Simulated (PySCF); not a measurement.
Compound: C₃H₆NO (doublet state).
Z-matrix (Å and degrees, GFN2-xTB geometry), rows numbered from 1:
```
C 
C   1  1.4662
N   2  1.4537  1  112.20
C   3  1.3432  2  121.72  1  -128.06
O   4  1.2060  3  124.99  2    -2.02
H   1  1.0706  2  120.55  3  -151.86
H   1  1.0722  2  120.14  3    33.08
H   2  1.0986  1  110.79  3   123.55
H   2  1.1058  1  112.40  3  -117.07
H   3  1.0075  2  117.53  1    47.60
H   4  1.1060  3  112.18  2   178.48
```

The hyperfine couplings belong to this conformer and change with its torsions.

The species is `[CH2]CNC=O` [radical].

The calculation used UKS B3LYP, pcH-1 on C H N O, non-relativistic, mean-field spin-orbit, GIAO in PySCF 2.14.0. One conformer (not necessarily the lowest) at the GFN2-xTB geometry, without solvent, vibrations or thermal averaging. A GFN2-xTB geometry isn't a minimum of the functional, and hyperfine couplings can be far from their values at a DFT geometry. No stability test was run, so a lower SCF solution isn't excluded.

Principal values of hyperfine tensors in MHz (contact and dipolar terms together), for some of the nuclei:

| atom | isotope | A1 | A2 | A3 |
| --- | --- | --- | --- | --- |
| H9 | 1H | 160.10 | 165.00 | 175.50 |
| C1 | 13C | 7.48 | 8.16 | 248.46 |
| H6 | 1H | -102.39 | -63.62 | -24.19 |
| H7 | 1H | -100.14 | -61.46 | -22.26 |
| C2 | 13C | -37.82 | -35.33 | -31.69 |
| N3 | 14N | 7.32 | 7.57 | 10.88 |
| H11 | 1H | 3.78 | 4.12 | 6.82 |
| O5 | 17O | -8.08 | -0.50 | 0.08 |

(1) Split each tensor into its isotropic and traceless parts, and turn a_iso into mT with g = 2.0026.

(2) What spin density at the nucleus of O5 lies behind its contact coupling (g_N = -0.75752)?

(3) H8 (1H, g_N = 5.58569) isn't in the table. Its spin density at the nucleus is 0.01139 bohr⁻³. What is its contact coupling?

(4) Name the largest traceless tensor T of the table and describe it.

(5) What first-order splitting does C1 cause when the field lies along A1, A2 or A3 of its tensor (g taken as isotropic, no quadrupole term)?

Results:

(1) a_iso is a third of the trace, T = A − a_iso, and a(mT) = a(MHz)/(g × 13.996).

```tsv
atom	a_iso (MHz)	a_iso (mT)	T1	T2	T3
H9	166.87	5.953	-6.77	-1.87	8.64
C1	88.03	3.141	-80.55	-79.87	160.42
H6	-63.40	-2.262	-38.99	-0.22	39.21
H7	-61.29	-2.187	-38.85	-0.17	39.03
C2	-34.94	-1.247	-2.87	-0.39	3.26
N3	8.59	0.306	-1.27	-1.02	2.29
H11	4.91	0.175	-1.12	-0.79	1.91
O5	-2.84	-0.101	-5.24	2.33	2.91
```

(2) a_FC = 800.24 MHz bohr³ × g_N × ρ(0)/(2S). With a_FC = -2.84 MHz and 2S = 1, ρ(0) = 0.004679 bohr⁻³. The nuclear moment is negative, so coupling and spin density have opposite signs.

(3) By the same relation, a_FC = 50.9 MHz. Its full tensor has the principal values 45.67, 46.44, 60.69 MHz.

(4) C1: -80.6, -79.9, 160.4 MHz, axial, in the ratio −1:−1:+2, the form that spin in one p orbital centred on that nucleus gives.

(5) 2 lines (I = 1/2), spaced by |A_i|/(g × 13.996): 0.27, 0.29, 8.86 mT along the axes of A1, A2 and A3.
